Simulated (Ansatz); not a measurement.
## Which is lower?

Two relaxed structures of BSi2H5, closed shell (PBE0-D4/def2-TZVP; forces vanish, vibrations not checked).

A:

Si1  (-0.757, 1.138, -1.537)
B2  (0.511, -1.276, 1.127)
Si3  (-0.639, 0.037, 0.363)
H4  (-2.120, 1.679, -1.787)
H5  (0.262, 2.211, -1.708)
H6  (0.836, -2.212, 0.462)
H7  (0.681, -1.215, 2.306)
H8  (1.034, -0.151, 0.567)
(Å)

B:

```xyz
8
angstrom
Si -0.8762 1.4196 -1.3141
B -0.2002 0.1621 -0.1676
Si 0.6432 -1.1395 1.0421
H -2.3153 1.4749 -1.6511
H -0.0090 2.4350 -1.9499
H 0.5274 -2.5481 0.5780
H 0.1475 -1.0606 2.4422
H 2.0826 -0.7434 1.0204
```

Ansatz 0.2.0; basis: def2-TZVPP; cores frozen in the correlated methods. B3LYP uses VWN-RPA correlation.

Q: Which structure is lower at CCSD(T), and by how much? (Judge from chemistry; the value comes from the calculation.)

A: The calculation gives: A, by 33.5 kJ/mol (electronic energy, against the other). By their contacts, A is BSi₂H₅ ([SiH2][Si]1[H][BH2]1) and B is BSi₂H₅ ([SiH2][B][SiH3]).

Q: Do the other methods give the same order? (Judge from chemistry; the calculation decides.)

A: By the calculation: Not all: HF gives the other order.

```
   method  E(B) − E(A) (kJ/mol)
   PBE-D4                  67.3
r2SCAN-D4                  49.4
  PBE0-D4                  50.2
 B3LYP-D4                  37.4
  wB97M-V                  35.3
       HF                 -37.2
      MP2                  38.1
     CCSD                  21.0
  CCSD(T)                  33.5
```

T1 diagnostic: at most 0.019. The restricted Hartree–Fock reference is unstable towards an unrestricted one at one or more of these structures. A large double-excitation amplitude points to some diradical character; no triplet was computed.

Labels in which every atom is bracketed show which atoms are joined, not bond orders.

For scale, one of the runs: CCSD(T)/def2-TZVPP, 185 basis functions, launched by `ansatz run in.yaml --threads 2 --pin off --events-out ev --progress --plain --max-ram 4352MiB`. Time: 26 s of wall clock on 2 CPU threads of an Arm Neoverse V2; the host was shared. Peak host memory: 1.7 GiB.
